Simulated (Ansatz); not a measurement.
**BNH₃ (quartet): the correlation ladder at distance B1–H4 along a hydrogen transfer = 1.513 Å, cc-pVTZ**

How much of the correlation energy of BNH₃ (quartet) does each wave-function method recover here?

Method: cc-pVTZ, core rule «outside noble gas», up to 2 orbitals frozen; program: Ansatz 0.2.0, Gaussian basis.

To be run: UHF; CCSD(T) on ROHF; CCSD(T) on UHF; BCCD(T) on ROHF; CCSDT(Q) on ROHF; CCSDT(Q) on UHF; CASSCF and NEVPT2, 5 electrons in 5 orbitals.

5 further runs of the same task are left out: 5 for a known fault of the program.

### Step 1. What is computed

The geometry derives from fragments relaxed apart (PBE0/def2-TZVP) and kept rigid, so it is no stationary point. A hydrogen atom is moved between rigid fragments.

5 atoms, charge 0, spin multiplicity 4.

Atoms are counted from 1 here; the program's logs count them from 0.

Bond lengths: B1–H2 1.193 Å, B1–H3 1.193 Å, H4–N5 1.040 Å. Angles: H2–B1–H3 120.0°.

### Step 2. UHF

The input, in.yaml:

```yaml
crystal:
  periodic: [false, false, false]
  atoms:
    - {symbol: B, position_ang: [-1.295948, 0.000000, 0.000000]}
    - {symbol: H, position_ang: [-1.892682, 1.033571, 0.000000]}
    - {symbol: H, position_ang: [-1.892682, -1.033571, 0.000000]}
    - {symbol: H, position_ang: [0.217052, 0.000000, 0.000000]}
    - {symbol: N, position_ang: [1.257052, 0.000000, 0.000000]}
basis:
  gaussian: {orbitals: cc-pVTZ}
magnetization: {spin_polarized: true, initial_magnetization: 3}
hamiltonian: {xc: hf}
output: {orbitals: {seedname: orbitals}}
```

Started as:

```sh
ansatz run in.yaml --threads 1 --pin off --events-out ev --progress --plain --max-ram 2816MiB --backend cpu
```

After this run come: CCSD(T) on ROHF; CCSD(T) on UHF; BCCD(T) on ROHF; CCSDT(Q) on ROHF; CCSDT(Q) on UHF; CASSCF and NEVPT2, 5 electrons in 5 orbitals.

**Question.** What will the summary of the whole plan be? Wanted: UCCSDT(Q) below the RHF energy; RMP2 from UCCSDT(Q); UMP2 from UCCSDT(Q); RCCSD from UCCSDT(Q); RCCSD(T) from UCCSDT(Q); UCCSD(T) from UCCSDT(Q); RCCSDT(Q) from UCCSDT(Q); T1 diagnostic.

**Answer**, as computed:

| quantity | value |
| --- | --- |
| UCCSDT(Q) below the RHF energy | -7.8853 eV |
| RMP2 from UCCSDT(Q) | +116.9 kJ/mol |
| UMP2 from UCCSDT(Q) | +121.6 kJ/mol |
| RCCSD from UCCSDT(Q) | +23.5 kJ/mol |
| RCCSD(T) from UCCSDT(Q) | +3.5 kJ/mol |
| UCCSD(T) from UCCSDT(Q) | +3.4 kJ/mol |
| RCCSDT(Q) from UCCSDT(Q) | +0.3 kJ/mol |
| levels within 1 kcal/mol (43 meV) | RCCSD(T), UCCSD(T), BCCD(T), RCCSDT, UCCSDT, RCCSDT(Q) |
| T1 diagnostic | 0.022 |

In words: RCCSD(T) lands +3.5 kJ/mol from the yardstick (0.5 % of the correlation energy). These misses are within one basis, not against nature; the frozen cores of restricted and unrestricted runs differ, which can shift their rows.
